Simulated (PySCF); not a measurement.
Level of theory: M06-2X/def2-TZVP run with PySCF. All species are isolated molecules in the gas phase. 

Reference species (SMILES): `[BH2]` (neutral, multiplicity 2).

```yaml
highest_occupied_spin_orbital: -7.04 eV
```

Changed species: `[SiH3]` (radical fragment; the reference has radical fragment).

Q: Predict the effect on the highest occupied spin orbital.

A: the highest occupied spin orbital decreases by 0.15 eV, to -7.19 eV.
